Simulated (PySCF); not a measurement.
# BH6NO: geometry, NMR shifts, spin-spin couplings, electronic excitations and core binding energies

Aim: predict the NMR shifts, spin-spin couplings, electronic excitations and core binding energies of BH6NO (`[NH3+][BH2-]O`).

The runs use PySCF 2.14.0, with density-fitted response routines of our own; the level of theory stands in each step. All values are computed, except where a source is named. Atoms count from 0, in the outputs and in this text.

## 1. Starting geometry

9 atoms, charge 0, multiplicity 1; geometry from: GFN2-xTB.

Bonds of the start (Å): N0–B1 1.79, B1–O2 1.41, N0–H3 1.01, N0–H4 1.01, N0–H5 1.01, B1–H6 1.19, B1–H7 1.19, O2–H8 0.96.

## 2. Geometry optimisation at PBE0-D3(BJ)/def2-SVP

Job settings and geometry (Å):

```
{"job": {"xc": "PBE0", "basis": "def2-SVP", "d3": "d3bj", "grid": 1, "kind": "geom"}, "charge": 0, "multiplicity": 1}
N     -1.023210    -0.095921     0.227182
B      0.731635    -0.317771    -0.045416
O      1.060882     0.706590    -0.953177
H     -1.200211     0.765929     0.728670
H     -1.412723    -0.044114    -0.705921
H     -1.398899    -0.888481     0.731097
H      1.169530    -0.241144     1.063726
H      0.748404    -1.390522    -0.551157
H      1.338154     1.511428    -0.520183
```

**Question.** This job is followed by: GIAO PBE0/pcSseg-1 NMR shielding, non-relativistic, gas phase; B3LYP/pcJ-1 indirect spin-spin coupling, non-relativistic, gas phase; TDDFT CAM-B3LYP/def2-SVPD, vertical, gas phase, core orbitals frozen in the response; GIAO CAM-B3LYP/pcSseg-2 NMR shielding, non-relativistic, gas phase; delta-SCF UKS SCAN, pcX-2 on the ionised atom, pcseg-1 elsewhere, spin-free X2C. Predict these results of the whole session: point group; rotational constants (main isotopes); ¹H shifts against TMS (PBE0/pcSseg-1, means over atoms taken as alike); ¹⁵N shifts against NH3 (PBE0/pcSseg-1); ¹¹B shifts against BF3·OEt2 (PBE0/pcSseg-1); ¹⁷O shifts against H2O (PBE0/pcSseg-1); largest coupling of the table (B3LYP/pcJ-1); lowest singlet (CAM-B3LYP/def2-SVPD); brightest single state of those computed; lowest triplet; vertical ionisation energy (ΔSCF); N1s binding energies, SCAN/pcX-2; B1s binding energies, SCAN/pcX-2; O1s binding energies, SCAN/pcX-2; range of the shift of N0.

**Answer**, as computed:

| quantity | value |
| --- | --- |
| point group | C1 |
| rotational constants (main isotopes) | 30.83, 8.28, 7.32 GHz |
| ¹H shifts against TMS (PBE0/pcSseg-1, means over atoms taken as alike) | 3.28, 2.21, 0.72 ppm |
| ¹⁵N shifts against NH3 (PBE0/pcSseg-1) | 59.8 ppm |
| ¹¹B shifts against BF3·OEt2 (PBE0/pcSseg-1) | -5.7 ppm |
| ¹⁷O shifts against H2O (PBE0/pcSseg-1) | 37.2 ppm |
| largest coupling of the table (B3LYP/pcJ-1) | ¹J(B,H) B1–H6, 119.0 Hz |
| lowest singlet (CAM-B3LYP/def2-SVPD) | 6.18 eV (201 nm), f = 0.019 |
| brightest single state of those computed | state 10, 8.83 eV, f = 0.090 |
| lowest triplet | 6.02 eV |
| vertical ionisation energy (ΔSCF) | 9.74 eV |
| N1s binding energies, SCAN/pcX-2 | N0 407.77 eV |
| B1s binding energies, SCAN/pcX-2 | B1 195.14 eV |
| O1s binding energies, SCAN/pcX-2 | O2 537.40 eV |
| range of the shift of N0 | 57.0 to 59.8 ppm |

In words: Relaxing lowered the energy by 0.091 eV in 8 steps; the close pair that moved most is N0–B1, from 1.790 to 1.683 Å. At PBE0/pcSseg-1: The widest tensor belongs to O2: span 65 ppm, with a paramagnetic part of -87 ppm. In the run at B3LYP/pcJ-1, the largest coupling of the table is B1–H6 (mean over like pairs), 119.0 Hz, of which the Fermi-contact term gives 118.8 Hz. The lowest singlet, at 6.18 eV, is HOMO→LUMO 0.96 and is weak; of the 10 states computed, the strongest absorption comes from state 10 at 8.83 eV (the last computed, so partners may be missing). The lowest triplet lies 0.16 eV below the lowest singlet (triplets in Tamm-Dancoff, singlets in full TDDFT). ΔSCF puts the ionisation energy at 9.74 eV, 1.17 eV above −ε(HOMO). Across the 2 runs the shift of N0 moves most, between 57.0 (CAM-B3LYP/pcSseg-2) and 59.8 ppm (PBE0/pcSseg-1).
